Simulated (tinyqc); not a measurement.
Worked calculation: RHF in the sto-3g basis, for OH-, spin multiplicity 1. The basis has no diffuse functions, so it cannot describe the extra electron: this is an exercise in the method, not the real anion. One step of it, computed by the program tinyqc.

Question. Orthogonalisation. S = U s U^T; symmetric (Loewdin) form X = U s^(-1/2) U^T, so that X^T S X = 1.

overlap S, order 1O 1s, 1O 2s, 1O 2px, 1O 2py, 1O 2pz, 2H 1s:
```
[[1.000000, 0.236704, 0.000000, 0.000000, 0.000000, 0.036796],
 [0.236704, 1.000000, 0.000000, 0.000000, 0.000000, 0.375733],
 [0.000000, 0.000000, 1.000000, 0.000000, 0.000000, 0.000000],
 [0.000000, 0.000000, 0.000000, 1.000000, 0.000000, 0.000000],
 [0.000000, 0.000000, 0.000000, 0.000000, 1.000000, 0.333750],
 [0.036796, 0.375733, 0.000000, 0.000000, 0.333750, 1.000000]]
```

Give: eigenvalues of S; X.

Answer.

eigenvalues of S: [0.4758, 0.8399, 1.0000, 1.0000, 1.1355, 1.5488]

X, order 1O 1s, 1O 2s, 1O 2px, 1O 2py, 1O 2pz, 2H 1s:
```
[[1.0228, -0.1299, 0.0000, 0.0000, -0.0063, 0.0201],
 [-0.1299, 1.0905, 0.0000, 0.0000, 0.0595, -0.2299],
 [0.0000, 0.0000, 1.0000, 0.0000, 0.0000, 0.0000],
 [0.0000, 0.0000, 0.0000, 1.0000, 0.0000, 0.0000],
 [-0.0063, 0.0595, 0.0000, 0.0000, 1.0516, -0.2002],
 [0.0201, -0.2299, 0.0000, 0.0000, -0.2002, 1.1179]]
```
